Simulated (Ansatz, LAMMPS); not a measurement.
## How well does each level of theory give the bulk modulus B0 of fcc Ca?

Reference value: 18.6 GPa (measured, corrected for temperature and zero-point phonon effects, our sources range from 15.9 to 18.7; as tabulated in Levämäki et al. (2014), arXiv:1402.3671).

| level (code) | value (GPa) | cell (Å³/atom) |
|---|---|---|
| Lennard-Jones kanhaiya2021 (LAMMPS) | 36.9 | 42.53 |
| LDA (Ansatz) | 19.1 | 38.01 |
| PBE (Ansatz) | … | 42.20 |
| r²SCAN (Ansatz) | 17.9 | 43.15 |
| B3LYP (VWN-RPA form) (Ansatz) | 17.2 | 43.19 |

**Question.** Some entries are withheld; supply them.

**Answer.** 
- PBE (Ansatz, a program for electronic structure), value (GPa): 17.4

Errors against the reference: Lennard-Jones kanhaiya2021 +98 %, LDA +2.7 %, PBE -6.5 %, r²SCAN -3.8 %, B3LYP (VWN-RPA form) -7.5 %.

The levels aren't ranked against this reference (sources at odds).

Each level is taken at its own relaxed cell. Cutoffs and k meshes differ between the levels. Ansatz's density-functional and Hartree–Fock values are scalar-relativistic unless marked +SOC, with PAW data made under PBE.

Empirical potentials (Lennard-Jones kanhaiya2021) are fitted to chosen data: where that held the value shown, agreement is built in, and what lay outside the fit can be far off.

Differences are worked out from the printed values.
